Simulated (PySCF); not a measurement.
## Where the electron goes

Compound: C₃HF₃.
Geometry (PBE0-D3(BJ)/def2-SVP, Å), atoms numbered from 1 in this order:
```
atom  x, y, z in Å
C1     1.6287    0.5679   -0.2285
C2     0.5164    0.1654    0.0104
C3    -0.8381   -0.3221    0.3017
F4    -1.0688   -1.4844   -0.3060
F5    -1.7566    0.5466   -0.1154
F6    -1.0100   -0.5026    1.6096
H7     2.6202    0.9271   -0.4408
```

Method used: PySCF, TDDFT wB97X-D/def2-SVPD, vertical, gas phase, core orbitals frozen in the response.

Frontier orbitals with the atoms that hold most of them (Löwdin shares over 4%, at most four atoms):

```tsv
orbital	ε (eV)	atoms
HOMO-3	-14.37	F4 23%, F5 23%, F6 23%, C2 15%
HOMO-2	-14.22	F4 33%, F5 33%, F6 33%
HOMO-1	-11.23	C2 44%, C1 43%
HOMO	-11.23	C2 44%, C1 43%
LUMO	1.49	C1 37%, C2 32%, H7 9%, C3 8%
LUMO+1	1.49	C1 37%, C2 32%, H7 9%, C3 8%
LUMO+2	2.25	C1 46%, C2 17%, H7 14%, C3 12%
```

Within 0.005 eV of a neighbour in this list lie HOMO-1/HOMO and LUMO/LUMO+1 (point group found: C3v); within a degenerate set the shares of single atoms can hang on how the components are chosen.

Q: The HOMO–LUMO gap is 12.72 eV. Where does the response calculation put the lowest singlet, and from which orbitals?

A: S1 is at 6.49 eV (f = 0.0000), 6.23 eV below the gap, made of HOMO-1/HOMO→LUMO/LUMO+1 (97%). Without the coupling terms of the response equations the lowest excitation would equal the gap.

Next come S2 at 6.76 eV (f 0.0000), HOMO-1/HOMO→LUMO/LUMO+1 (98%); S3 at 6.76 eV (f 0.0000), HOMO-1/HOMO→LUMO/LUMO+1 (98%); S4 at 8.96 eV (f 0.095), HOMO-1/HOMO→LUMO+2 (≥93%); S5 at 8.96 eV (f 0.094), HOMO-1/HOMO→LUMO+2 (≥93%).

Orbitals of the list HOMO-3 to LUMO+2 that lie within 0.01 eV of each other are written together with a slash and their weights summed (≥ marks a lower bound); for degenerate orbitals outside that list single weights are arbitrary.
